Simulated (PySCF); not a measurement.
TDDFT excited states: C4H7FO

Compound: C₄H₇FO.
SMILES with atom numbers: `[OH:1][CH2:2][CH2:3]/[CH:4]=[CH:5]\[F:6]` (hydrogens: H7 on O1; H8, H9 on C2; H10, H11 on C3; H12 on C4; H13 on C5)

The calculation used TDDFT B3LYP/def2-SVPD, vertical, gas phase, core orbitals frozen in the response (PySCF). One conformer (not necessarily the lowest) at the GFN2-xTB geometry, without solvent, vibrations or thermal averaging. Torsions of this conformer, `[OH:1][CH2:2][CH2:3]/[CH:4]=[CH:5]\[F:6]`: O1–C2–C3–C4 -178°, C2–C3–C4–C5 -116°, H–O1–C2–C3 -60°.

**Question.** Predict the UV-vis stick spectrum at this level.

**Answer.** 

```json
{"state": "S1", "E (eV)": "6.52", "λ (nm)": "190.1", "f": "0.0007", "|μ| (D)": "0.17", "main configurations (H = HOMO, L = LUMO)": "H→L+1 (90%)"}
{"state": "S2", "E (eV)": "6.79", "λ (nm)": "182.6", "f": "0.049", "|μ| (D)": "1.39", "main configurations (H = HOMO, L = LUMO)": "H→L+2 (69%), H-1→L+1 (15%), H→L (11%)"}
{"state": "S3", "E (eV)": "6.90", "λ (nm)": "179.8", "f": "0.099", "|μ| (D)": "1.95", "main configurations (H = HOMO, L = LUMO)": "H→L (46%), H-1→L (39%), H→L+2 (10%)"}
{"state": "S4", "E (eV)": "7.15", "λ (nm)": "173.3", "f": "0.0039", "|μ| (D)": "0.38", "main configurations (H = HOMO, L = LUMO)": "H-1→L+1 (69%), H→L+2 (14%)"}
{"state": "S5", "E (eV)": "7.58", "λ (nm)": "163.6", "f": "0.119", "|μ| (D)": "2.04", "main configurations (H = HOMO, L = LUMO)": "H→L+3 (43%), H-1→L (27%), H→L (16%)"}
{"state": "S6", "E (eV)": "7.60", "λ (nm)": "163.1", "f": "0.160", "|μ| (D)": "2.36", "main configurations (H = HOMO, L = LUMO)": "H→L+3 (42%), H-1→L (28%), H→L (19%)"}
{"state": "S7", "E (eV)": "7.72", "λ (nm)": "160.5", "f": "0.031", "|μ| (D)": "1.03", "main configurations (H = HOMO, L = LUMO)": "H→L+4 (52%), H-1→L+2 (24%)"}
{"state": "S8", "E (eV)": "7.79", "λ (nm)": "159.2", "f": "0.023", "|μ| (D)": "0.88", "main configurations (H = HOMO, L = LUMO)": "H-1→L+2 (44%), H→L+4 (41%)"}
```

Triplets, Tamm–Dancoff:

| state | E (eV) | λ (nm) | main configurations (H = HOMO, L = LUMO) |
| --- | --- | --- | --- |
| T1 | 4.52 | 274.1 | H→L (86%), H-1→L (10%) |
| T2 | 6.36 | 194.9 | H→L+1 (80%), H-1→L+1 (11%) |
| T3 | 6.60 | 187.8 | H→L+2 (65%), H-1→L+1 (27%) |

The lowest singlet comes at 190 nm (629 kJ/mol) in the vacuum ultraviolet; it is very weak; its leading configuration is HOMO→LUMO+1 (90%). The most intense listed level is S6 at 7.60 eV (163 nm, f = 0.160), 1.08 eV above S1. Löwdin shares by element: HOMO carbon 54% or more, fluorine 12%, oxygen 10% (atoms not listed hold the other 24%); LUMO carbon 72% or more, fluorine 8% (atoms not listed hold the other 20%). Weighted by f, the mean energy of these states is 7.38 eV. Orbital energies (eV): HOMO-3 -10.19, HOMO-2 -9.24, HOMO-1 -7.99, HOMO -7.24, LUMO -0.02, LUMO+1 0.21, LUMO+2 0.60. The listed states span 1.27 eV, and the widest gap between neighbours is 0.43 eV (S4 to S5). Only the lowest 8 singlets were computed, as vertical energies without vibronic structure.
